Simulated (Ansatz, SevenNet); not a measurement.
For cubic perovskite SrTiO₃ (cubic form, which distorts at low temperature), the machine-learned potential SevenNet-l3i5 (trained on PBE and PBE+U data) gives:

```
Property                      Value
-------------------------  --------
elastic constant C11        300 GPa
elastic constant C44       98.7 GPa
polycrystal shear modulus  99.7 GPa
```

**Question.** What does PBE0 (PAW; Ansatz, a first-principles code) give for the same quantities?

**Answer.** 
- elastic constant C11: 358 GPa (rises by 19 %)
- elastic constant C44: 127 GPa (rises by 29 %)
- Voigt–Reuss–Hill shear modulus: 125 GPa (grows by 25 %)

For comparison: elastic constant C11 318 GPa (measured, 273 K, no zero-point or thermal correction; as tabulated in Frostenson et al. (2021), arXiv:2109.07393); elastic constant C44 124 GPa (measured, 273 K, no zero-point or thermal correction; as tabulated in Frostenson et al. (2021), arXiv:2109.07393).

Changes are worked out from the printed values.

Unless a cell is named, each level is at its own relaxed cell (SevenNet-l3i5 12.27, PBE0 11.81 Å³/atom).

Caveats: the relaxation could not lower the start's symmetry, so the cell can be a saddle point above a distorted one (SevenNet-l3i5, PBE0). Ansatz's density-functional and Hartree–Fock values are scalar-relativistic unless marked +SOC, with PAW data made under PBE.
